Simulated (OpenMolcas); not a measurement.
# Cl2 (chlorine) at 6 levels

We compute a comparison of 6 runs (HF/STO-3G, HF/3-21G, HF/aug-cc-pVTZ, B3LYP/6-31G*, M06-L/aug-cc-pVTZ, PBE0/aug-cc-pVTZ) of Cl2 (chlorine). 

Program for the calculation: OpenMolcas 26.06.

### 1 The structure to begin with

The species is Cl2 (2 atoms), meant as a singlet with charge 0. SMILES: `ClCl`. Geometry: relaxed at PBE0-D4/def2-TZVP.

Bond lengths: Cl1–Cl2 1.982 Å.

### 2 Energy and gradient at HF/STO-3G (run 1)

File mol.input:

```
>>> EXPORT MOLCAS_PRINT=2

&GATEWAY
 BasLib = $CurrDir
 BasisSet
 Cl.STO-3G....
 Cl1 0.845690 -0.281600 0.433600 angstrom
 Cl2 -0.845690 0.281600 -0.433600 angstrom
 End of Basis

&SEWARD

&SCF
 Thresholds = 1e-10 1e-07 1e-07 1e-05
 PrOrbitals = 0

&ALASKA
```

The basis set STO-3G is read from a file made from the Basis Set Exchange's data (not shown).

On the command line:

```bash
$ export MOLCAS_MEM=1860
$ pymolcas mol.input > mol.log
```

The program printed:

```text
--- Start Module: gateway ---
[...]
--- Stop Module: gateway /rc=_RC_ALL_IS_WELL_ ---
[...]
      Basis functions           18
[...]
--- Start Module: scf ---
[...]
       Convergence after   7 Iterations
[...]
::    Total SCF energy                               -909.1110424520
[...]
      Total spin, S                                     0.0000000000
[...]
      Total electronic charge=   34.000000
      Total            charge=   -0.000000
[...]
      Dipole Moment (debye):
      Origin of the operator (angstrom)=   -0.0000    0.0000    0.0000
                   X= -3.0553E-14               Y=  7.8153E-15               Z=  1.3048E-14           Total=  3.4129E-14
      Quadrupole Moment (debye*angstrom):
[...]
--- Stop Module: scf /rc=_RC_ALL_IS_WELL_ ---
--- Start Module: alaska ---
[...]
 *              Molecular gradients               *
 **************************************************
  Irreducible representation: a
 ------------------------------------------------------------------------------------------
                              X                       Y                       Z
 ------------------------------------------------------------------------------------------
  CL1              -4.92598070611479E-02    1.64026554274059E-02   -2.52563614820236E-02
  CL2               4.92598070611479E-02   -1.64026554274059E-02    2.52563614820236E-02
 ------------------------------------------------------------------------------------------
--- Stop Module: alaska /rc=_RC_ALL_IS_WELL_ ---
[...]
```

Wall time 1.7 s (1 thread of Arm Neoverse V1, shared host); peak memory 0.37 GiB.

### 3 Energy and gradient at HF/3-21G (run 2)

File geom.xyz:

```xyz
2

Cl     0.845690    -0.281600     0.433600
Cl    -0.845690     0.281600    -0.433600
```

File run.input:

```
>>> EXPORT MOLCAS_PRINT=2

&GATEWAY
  BasLib = $CurrDir
  Coord = geom.xyz
  Basis = 3-21G
  Group = NoSym

&SEWARD

&SCF
  Thresholds = 1e-10 1e-07 1e-07 1e-05
  PrOrbitals = 1

&ALASKA
```

The basis set 3-21G is read from a file made from the Basis Set Exchange's data (not shown).

On the command line:

```bash
$ export MOLCAS_MEM=1860
$ pymolcas run.input > run.log
```

The program printed:

```text
--- Start Module: gateway ---
[...]
--- Stop Module: gateway /rc=_RC_ALL_IS_WELL_ ---
[...]
      Basis functions           26
[...]
--- Start Module: scf ---
[...]
       Convergence after   8 Iterations
[...]
::    Total SCF energy                               -914.5262825045
[...]
      Total spin, S                                     0.0000000000
[...]
      Total electronic charge=   34.000000
      Total            charge=   -0.000000
[...]
      Dipole Moment (debye):
      Origin of the operator (angstrom)=   -0.0000    0.0000    0.0000
                   X= -1.3698E-13               Y=  4.8818E-14               Z= -6.9621E-14           Total=  1.6123E-13
      Quadrupole Moment (debye*angstrom):
[...]
--- Stop Module: scf /rc=_RC_ALL_IS_WELL_ ---
--- Start Module: alaska ---
[...]
 *              Molecular gradients               *
 **************************************************
  Irreducible representation: a
 ------------------------------------------------------------------------------------------
                              X                       Y                       Z
 ------------------------------------------------------------------------------------------
  CL1              -8.57097111644478E-02    2.85398368951970E-02   -4.39448624920615E-02
  CL2               8.57097111644478E-02   -2.85398368951988E-02    4.39448624920615E-02
 ------------------------------------------------------------------------------------------
--- Stop Module: alaska /rc=_RC_ALL_IS_WELL_ ---
[...]
```

Run time: 1.8 s. Hardware: 1 thread of Arm Neoverse V1, shared host; peak memory 0.37 GiB.

Runs 3 to 4 aren't shown in full; the table further down has their settings and results.

### 4 Energy and forces at M06-L/aug-cc-pVTZ (run 5)

File job.input:

```
>>> EXPORT MOLCAS_PRINT=2

&GATEWAY
  BASLIB = $CurrDir
  COORD
  2
  bohr
  Cl     1.59812249    -0.53214688     0.81938525
  Cl    -1.59812249     0.53214688    -0.81938525
  BASIS = aug-cc-pVTZ
  GROUP = NoSym

&SEWARD
  GRIDINPUT
  Grid=UltraFine
  End of Grid

&SCF
  KSDFT = M06L
  THRESHOLDS = 1e-10 1e-07 1e-07 1e-05
  PRORBITALS = 1

&ALASKA
```

The basis set aug-cc-pVTZ is read from a file made from the Basis Set Exchange's data (not shown).

On the command line:

```bash
$ export MOLCAS_MEM=1860
$ pymolcas job.input > job.log
```

The program printed:

```text
--- Start Module: gateway ---
[...]
--- Stop Module: gateway /rc=_RC_ALL_IS_WELL_ ---
[...]
      Basis functions          100
[...]
--- Start Module: scf ---
[...]
       Convergence after  11 Iterations
[...]
::    Total KS-DFT energy                            -920.3892045945
[...]
      Total spin, S                                     0.0000000000
[...]
      Total electronic charge=   34.000000
      Total            charge=   -0.000000
[...]
      Dipole Moment (debye):
      Origin of the operator (angstrom)=    0.0000   -0.0000   -0.0000
                   X= -3.2354E-13               Y=  1.6699E-13               Z=  1.8851E-13           Total=  4.1000E-13
      Quadrupole Moment (debye*angstrom):
[...]
--- Stop Module: scf /rc=_RC_ALL_IS_WELL_ ---
[...]
--- Start Module: alaska ---
[...]
 *              Molecular gradients               *
 **************************************************
  Irreducible representation: a
 ------------------------------------------------------------------------------------------
                              X                       Y                       Z
 ------------------------------------------------------------------------------------------
  CL1              -1.33984165989887E-03    4.46143874168747E-04   -6.86960168918560E-04
  CL2               1.33984165990597E-03   -4.46143874170524E-04    6.86960168918560E-04
 ------------------------------------------------------------------------------------------
--- Stop Module: alaska /rc=_RC_ALL_IS_WELL_ ---
[...]
```

Wall time 22 s (1 thread of Arm Neoverse V1, shared host); peak memory 0.56 GiB.

### 5 Energy and forces at PBE0/aug-cc-pVTZ (run 6)

File calc.input:

```
&GATEWAY
 BasLib=$CurrDir
 Coord
 2
 bohr
 Cl     1.59812249    -0.53214688     0.81938525
 Cl    -1.59812249     0.53214688    -0.81938525
 Basis=aug-cc-pVTZ
 Group=NoSym

&SEWARD
 GridInput
 Grid=UltraFine
 End of Grid

&SCF
 KSDFT=PBE0
 Thresholds=1e-10 1e-07 1e-07 1e-05
 PrOrbitals=1 2

&ALASKA
```

The basis set aug-cc-pVTZ is read from a file made from the Basis Set Exchange's data (not shown).

On the command line:

```bash
$ export MOLCAS_MEM=1860
$ pymolcas calc.input > calc.log
```

The program printed:

```text
--- Start Module: gateway ---
[...]
--- Stop Module: gateway /rc=_RC_ALL_IS_WELL_ ---
[...]
      Basis functions          100
[...]
--- Start Module: scf ---
[...]
       Convergence after  11 Iterations
[...]
::    Total KS-DFT energy                            -920.1041421401
[...]
      Total spin, S                                     0.0000000000
[...]
      Total electronic charge=   34.000000
      Total            charge=   -0.000000
[...]
      Dipole Moment (debye):
      Origin of the operator (angstrom)=    0.0000   -0.0000   -0.0000
                   X= -1.4444E-13               Y=  3.2984E-14               Z=  3.2856E-14           Total=  1.5176E-13
      Quadrupole Moment (debye*angstrom):
[...]
--- Stop Module: scf /rc=_RC_ALL_IS_WELL_ ---
[...]
--- Start Module: alaska ---
[...]
 *              Molecular gradients               *
 **************************************************
  Irreducible representation: a
 ------------------------------------------------------------------------------------------
                              X                       Y                       Z
 ------------------------------------------------------------------------------------------
  CL1              -3.55079306864070E-03    1.18235208159501E-03   -1.82055348317967E-03
  CL2               3.55079306864781E-03   -1.18235208159678E-03    1.82055348319388E-03
 ------------------------------------------------------------------------------------------
--- Stop Module: alaska /rc=_RC_ALL_IS_WELL_ ---
[...]
```

Wall time 19 s (1 thread of Arm Neoverse V1, shared host); peak memory 0.56 GiB.

### 6 The series

| run | level | Cartesian functions | integration grid | energy (Eh) | dipole moment (D) | HOMO energy (eV) | LUMO energy (eV) | wall time |
| --- | --- | --- | --- | --- | --- | --- | --- | --- |
| 1 | HF/STO-3G | no | – | -909.111042 | 0.00 | -11.06 | 3.70 | 1.7 s |
| 2 | HF/3-21G | no | – | -914.526283 | 0.00 | -12.50 | 0.52 | 1.8 s |
| 3 | HF/aug-cc-pVTZ | no | – | -919.000061 | 0.00 | -12.07 | 0.71 | 12 s |
| 4 | B3LYP/6-31G* (Cartesian functions) | yes | UltraFine | -920.348641 | 0.00 | -8.40 | -3.35 | 4.5 s |
| 5 | M06-L/aug-cc-pVTZ | no | UltraFine | -920.389205 | 0.00 | -7.48 | -3.89 | 22 s |
| 6 | PBE0/aug-cc-pVTZ | no | UltraFine | -920.104142 | 0.00 | -8.72 | -3.09 | 19 s |

### 7 Results

| quantity | value |
| --- | --- |
| run 6: total energy | -920.10414 Eh |
| run 6: dipole moment | 0.00 D |
| run 6: HOMO energy | -8.72 eV |
| run 6: LUMO energy | -3.09 eV |
| run 6: HOMO–LUMO gap | 5.63 eV |
| run 6: largest force on an atom | 0.214 eV/Å |

What this shows: The HOMO–LUMO gap runs from 3.59 eV (M06-L/aug-cc-pVTZ) to 14.76 eV (HF/STO-3G). The two ends differ in method and basis. Totals of different functionals can't be ranked against each other. In run 1 the basis is minimal, so the values are rough. All runs together took 61 s, the longest 22 s.
